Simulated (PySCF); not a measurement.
## Relaxation of quartet LiS₂

All numbers come from PySCF, UPBE0, basis Li def2-TZVP, S def2-TZVP (no relativity, density fitting). A (50,194) grid was used.

A hand-made end-on start, of Cs symmetry, held to at least that symmetry:

Coordinates in bohr (charge 0 multiplicity 4):
```
Li   -1.5111    0.0000   -5.0078
S    -1.5111    0.0000   -0.4143
S     1.8427    0.0000    1.5132
```

Problem. What forces act on the atoms at the start (eV/Å)?

Solution. 
```json
{"atom": "Li1", "Fx": "-0.06", "Fy": "0.00", "Fz": "-0.04"}
{"atom": "S2", "Fx": "1.49", "Fy": "0.00", "Fz": "0.78"}
{"atom": "S3", "Fx": "-1.43", "Fy": "0.00", "Fz": "-0.74"}
```

Problem. What does it relax to?

Solution. It ends at Cs with S–S 1.888 Å. The molecule has come apart into Li + S₂. No frequency check is given, so it may be a saddle point.

Problem. How much energy is released, and in how many steps?

Solution. 33.1 kJ/mol in 16 steps.

The relaxation took 22 s on 2 threads of a shared Arm Neoverse V1 host, with 88 basis functions and 18 gradients; the process peaked at 0.48 GiB.
